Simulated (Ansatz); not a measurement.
The input, for Ansatz 0.2.0:

```yaml
crystal:
  periodic: [false, false, false]
  atoms:
    - {symbol: B, position_ang: [0.000000, -0.219670, 2.195844]}
    - {symbol: N, position_ang: [0.000000, 0.184486, -0.330026]}
    - {symbol: P, position_ang: [0.000000, 0.035184, -1.865818]}
basis:
  gaussian: {orbitals: STO-3G}
magnetization: {spin_polarized: false, initial_magnetization: 1}
correlation: {method: bccd, electrons: all}
scf: {lower_state_search: off}
output: {forces: true}
```

```sh
$ ansatz run in.yaml --threads 1 --pin off --events-out ev --progress --plain --max-ram 2393MiB
```

Output:

```
these checks for a lower state are left out or cut short: starts, cluster_reference, orbital_swaps, neighbouring_geometries, increment
224 factors; integrals over basis functions are off by at most 4.9e-5 eV
mean field evaluation 1: about -11277.1862 eV, gradient 2.7e1 eV
mean field evaluation 2: about -11277.2321 eV, gradient 2.7e1 eV
mean field evaluation 4: about -11283.8297 eV, gradient 1.8e1 eV
mean field evaluation 8: about -11285.5038 eV, gradient 2.6e-1 eV
mean field evaluation 16: about -11285.5049 eV, gradient 6.8e-7 eV
mean field evaluation 32: about -11285.5053 eV, gradient 2.1e-3 eV
mean field -11285.50530711 eV, -414.7346704459 hartree, gradient 1.8e-10 eV, S^2 0.750000; 1 other end points of the search recorded, 0 dependent functions left out
reference -11285.50530711 eV, -414.7346704459 hartree; 14, 13 occupied and 5, 6 virtual orbitals, 224 factors
second order -6.14504339 eV of doubles, -0.00084720 eV of singles
cycle   1  -5.15873661 eV  change    9.9e-1 eV  update   1.4e-1
cycle   2  -5.67100968 eV  change   -5.1e-1 eV  update   7.0e-2
cycle   3  -5.86095515 eV  change   -1.9e-1 eV  update   3.9e-2
cycle   4  -5.99575690 eV  change   -1.3e-1 eV  update   2.0e-2
...
cycle   1  -6.01959337 eV  update   1.2e-7
cycle   2  -6.01959322 eV  change    1.5e-7 eV  update   5.9e-8
cycle   3  -6.01959326 eV  change   -4.6e-8 eV  update   2.7e-8
cycle   4  -6.01959323 eV  change    3.4e-8 eV  update   1.5e-8
cycle   5  -6.01959321 eV  change    2.3e-8 eV  update   1.1e-8
cycle   6  -6.01959319 eV  change    1.5e-8 eV  update   8.7e-9
cycle   7  -6.01959319 eV  change    3.4e-9 eV  update   7.6e-9
cycle   8  -6.01959318 eV  change    4.2e-9 eV  update   6.7e-9
cycle   9  -6.01959319 eV  change   -1.1e-8 eV  update   5.0e-9
cycle  10  -6.01959320 eV  change   -2.3e-9 eV  update   2.5e-9
the calculation of the forces begins
Total energy: -11291.52490030 eV, -414.9558864156 hartree
Atom 0 at     0.000000    -0.219670     2.195844 Å, force     0.000000     0.017260    -0.084665 eV/Å
Atom 1 at     0.000000     0.184486    -0.330026 Å, force     0.000000    -0.097400    -0.676913 eV/Å
Atom 2 at     0.000000     0.035184    -1.865818 Å, force    -0.000000     0.080140     0.761578 eV/Å
Dipole moment:     0.000000    -0.011448    -0.514270 e Å
Checks for a lower state left out: starts, cluster_reference, orbital_swaps, neighbouring_geometries, increment
```

Forces (eV/Å):
```
B    0.000  0.017 -0.085
N    0.000 -0.097 -0.677
P    0.000  0.080  0.762
```

Ran on 1 thread of Arm Neoverse N1, shared host: 5.5 s wall, 0.26 GiB peak host memory.
